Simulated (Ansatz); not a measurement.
**BPH3 (doublet): the correlation ladder at a displaced geometry (v1), cc-pVDZ**

One table from this session's results is given with a row withheld; the runs are named, their logs left out.

Program: Ansatz 0.2.0, Gaussian basis. Level of theory: cc-pVDZ, core rule «outside noble gas», up to 6 orbitals frozen. These are calculated values, not measurements.

The runs, in order: UHF; CCSD(T) on ROHF; CCSD(T) on UHF; BCCD(T) on ROHF; CISD; CCSDT(Q) on ROHF; CCSDT(Q) on UHF.

16 further runs of the same task are left out: 1 for a mislabelled method, 4 that didn't finish, 11 set aside as unsound or not needed.

## What is computed

The geometry is a PBE0/def2-TZVP stationary point (not a proven minimum) with its atoms shifted at random (size 0.040 Å).

5 atoms, charge 0, spin multiplicity 2.

Atoms are counted from 1 here; the program's logs count them from 0.

Bond lengths: B1–P2 1.890 Å, B1–H3 1.197 Å, B1–H4 1.186 Å, P2–H5 1.415 Å. Angles: P2–B1–H3 117.4°, P2–B1–H4 119.1°, H3–B1–H4 123.2°, B1–P2–H5 98.3°.

Set-up of the first run:

The input, in.yaml:

```yaml
crystal:
  periodic: [false, false, false]
  atoms:
    - {symbol: B, position_ang: [0.031734, 0.060887, 1.326501]}
    - {symbol: P, position_ang: [-0.024123, -0.067994, -0.557825]}
    - {symbol: H, position_ang: [-0.292006, 1.103750, 1.816612]}
    - {symbol: H, position_ang: [0.276573, -0.908465, 1.963821]}
    - {symbol: H, position_ang: [0.416348, 1.241097, -0.866449]}
basis:
  gaussian: {orbitals: cc-pVDZ}
magnetization: {spin_polarized: true, initial_magnetization: 1}
hamiltonian: {xc: hf}
output: {orbitals: {seedname: orbitals}}
```

Run with:

```sh
> ansatz run in.yaml --threads 1 --pin off --events-out ev --progress --plain --max-ram 2393MiB
```

Among the steps run: UHF; CCSD(T) on ROHF; CCSD(T) on UHF; BCCD(T) on ROHF; CISD; CCSDT(Q) on ROHF; CCSDT(Q) on UHF.

One table of the session follows, with a row left open; its other results are not shown here.

| method | from UCCSDT(Q) (kcal/mol) |
| --- | --- |
| ROHF | +147.35 |
| UHF | +144.93 |
| RMP2 | +28.98 |
| UMP2 | +29.38 |
| CISD | +15.87 |
| RCCSD | +4.77 |
| UCCSD | +4.71 |
| RCCSD(T) | +0.90 |
| UCCSD(T) | +0.91 |
| BCCD(T) | ? |
| RCCSDT | +0.21 |
| UCCSDT | +0.20 |
| RCCSDT(Q) | +0.02 |
| UCCSDT(Q) | 0 |

Q: Estimate the row for BCCD(T) from the others.

The run gave: from UCCSDT(Q) (kcal/mol): +0.88. In the column «from UCCSDT(Q) (kcal/mol)» it lies between RCCSDT (+0.21) and RCCSD(T) (+0.90).

Caveats from the session: Restricted and unrestricted rows rest on different reference determinants; where their highest levels disagree by more than a few hundredths of an eV, they describe different states and don't form one ladder.
